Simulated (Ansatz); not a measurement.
**Atomization energy of C$_{2}$H$_{3}$FO, singlet, from cheap to dear**

Geometry (MP2(full)/6-31G*, from the G2/97 set):

```yaml
atoms:
  - { symbol: C, position_ang: [0.0820, 0.1378, 0.0000] }
  - { symbol: O, position_ang: [0.2086, 1.3286, 0.0000] }
  - { symbol: F, position_ang: [-1.1620, -0.4314, 0.0000] }
  - { symbol: C, position_ang: [1.1314, -0.9248, 0.0000] }
  - { symbol: H, position_ang: [2.1179, -0.4657, 0.0000] }
  - { symbol: H, position_ang: [1.0068, -1.5570, 0.8815] }
  - { symbol: H, position_ang: [1.0068, -1.5570, -0.8815] }
```

Measured, as an electronic atomization energy: 706.0 kcal/mol (G2/97 heats of formation of molecule and atoms, with zero-point and thermal terms from B3LYP taken off; Curtiss et al., J. Chem. Phys. 106, 1063 (1997), Staroverov et al., J. Chem. Phys. 119, 12129 (2003)). The measured value holds scalar relativity and spin–orbit coupling, which all computed ones lack, and core correlation, which the wave-function levels lack. Atoms are taken at the same level; beside RHF, RMP2 and RCC rows they are unrestricted. Ansatz 0.2.0; the 6-31G* set has Cartesian d functions; a miss is computed less measured; times are wall times on shared hosts and scatter by a factor of two or so.

```json
{"level": "RHF", "basis": "cc-pVDZ", "miss (kcal/mol)": "-219.6", "time of the run": "0.82 s", "hardware": "1 CPU thread"}
{"level": "RMP2", "basis": "cc-pVDZ", "miss (kcal/mol)": "-35.6", "time of the run": "–", "hardware": "–"}
{"level": "RCCSD(T)", "basis": "cc-pVDZ", "miss (kcal/mol)": "-54.9", "time of the run": "2.1 s", "hardware": "1 CPU thread"}
{"level": "RCCSDT(Q)", "basis": "cc-pVDZ", "miss (kcal/mol)": "-54.0", "time of the run": "11 s", "hardware": "H100 + 5 CPU threads"}
{"level": "RHF", "basis": "cc-pVTZ", "miss (kcal/mol)": "-208.3", "time of the run": "4.6 s", "hardware": "1 CPU thread"}
{"level": "RMP2", "basis": "cc-pVTZ", "miss (kcal/mol)": "1.7", "time of the run": "–", "hardware": "–"}
{"level": "RCCSD(T)", "basis": "cc-pVTZ", "miss (kcal/mol)": "-19.5", "time of the run": "4.8 s", "hardware": "H100 + 5 CPU threads"}
{"level": "RCCSDT(Q)", "basis": "cc-pVTZ", "miss (kcal/mol)": "-19.3", "time of the run": "4.2 min", "hardware": "H100 + 5 CPU threads"}
{"level": "RHF", "basis": "cc-pVQZ", "miss (kcal/mol)": "-207.3", "time of the run": "–", "hardware": "–"}
{"level": "RMP2", "basis": "cc-pVQZ", "miss (kcal/mol)": "13.0", "time of the run": "–", "hardware": "–"}
{"level": "RCCSD(T)", "basis": "cc-pVQZ", "miss (kcal/mol)": "-8.8", "time of the run": "6.5 s", "hardware": "H100 + 5 CPU threads"}
```

HF's time is that of a plain UHF run. A dash: the level came out of a higher level's run.

A composite of the best parts (restricted reference, at this geometry, which isn't the minimum of the high levels):

| part | kcal/mol |
| --- | --- |
| Hartree–Fock limit (T, Q; exp(−5.46 √X)) | 498.99 |
| CCSD(T) correlation limit (T, Q; X⁻³) | 205.61 |
| CCSDT − CCSD(T) (TZ) | -0.75 |
| (Q) (TZ) | 0.95 |
| sum | 704.8 |
| sum less measured | -1.2 |
